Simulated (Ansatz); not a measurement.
# BH₂, SMILES [BH2]: vertical and adiabatic energies of changing the electron count

Computed with Ansatz 0.2.0, Python API.

Typed at the interpreter:
```pycon
>>> import itertools
>>> import ansatz as az
>>> from ase.data import atomic_numbers, covalent_radii
>>> import numpy as np
>>> BASIS = "cc-pVDZ"
>>> XC = "pbe0"
>>> NET_CHARGE = 1
>>> mol = (
...     az.Crystal.molecule()
...     .atom("B", [0.26284, -0.16623, 0.12864])
...     .atom("H", [0.28002, 0.98532, 0.26098])
...     .atom("H", [-0.54286, -0.81909, -0.38963])
... )
>>> calculation = mol.calculation().basis(gaussian=BASIS).functional(XC).spin("collinear", total=1)
>>> symbols = [site.symbol for site in mol.cartesian_sites]
>>> start = np.array([site.position_ang for site in mol.cartesian_sites], dtype=float)
>>> rep = calculation.relax(force_tolerance=0.01, max_steps=100).run(threads=1).report
>>> end = np.array(rep["positions_ang"])
>>> minimum = az.Crystal.molecule()
>>> for symbol, place in zip(symbols, end):
...     minimum = minimum.atom(symbol, place.tolist())
...
>>> ion = minimum.calculation()
>>> ion = ion.basis(gaussian=BASIS)
>>> ion = ion.functional(XC).charge(NET_CHARGE)
>>> vertical = ion.run(threads=1).report
>>> settled = ion.relax(force_tolerance=0.01, max_steps=80).run(threads=1).report
>>> print(f"vertical ionisation energy   {vertical['free_energy_ev'] - rep['free_energy_ev']:.3f} eV")
vertical ionisation energy   9.220 eV
>>> print(f"adiabatic, no zero point     {settled['free_energy_ev'] - rep['free_energy_ev']:.3f} eV")
adiabatic, no zero point     8.346 eV
>>> print(f"relaxation energy of the ion {vertical['free_energy_ev'] - settled['free_energy_ev']:.3f} eV")
relaxation energy of the ion 0.874 eV
>>> ionised = np.array(settled["positions_ang"])
>>> radius = [covalent_radii[atomic_numbers[s]] for s in symbols]
>>> span = lambda where, i, j: np.linalg.norm(where[i] - where[j])
>>> bonded = [(i, j) for i, j in itertools.combinations(range(len(symbols)), 2) if min(span(end, i, j), span(ionised, i, j)) < 1.2 * (radius[i] + radius[j])]
>>> print("pair        before    after (A)")
pair        before    after (A)
>>> for i, j in bonded:
...     print(f"{symbols[i]}{i}-{symbols[j]}{j}".ljust(10), f"{span(end, i, j):8.4f} {span(ionised, i, j):8.4f}")
...
B0-H1        1.2049   1.1927
B0-H2        1.2049   1.1927
```

What to keep in mind:
- The energies are electronic: no zero-point or thermal terms, and the basis set is short of its limit. The product may relax into another structure. The relaxation finds the nearest minimum, so the adiabatic value is an upper bound.
- The species is open-shell (spin multiplicity 2).
- Only the spin states typed were run; another state of an ion can lie lower, by up to an eV or two.
- Wall time of the script: 2 s on 1 thread of Intel(R) Xeon(R) 6975P-C (Granite Rapids), with other jobs on the host, peak memory 0.16 GiB.
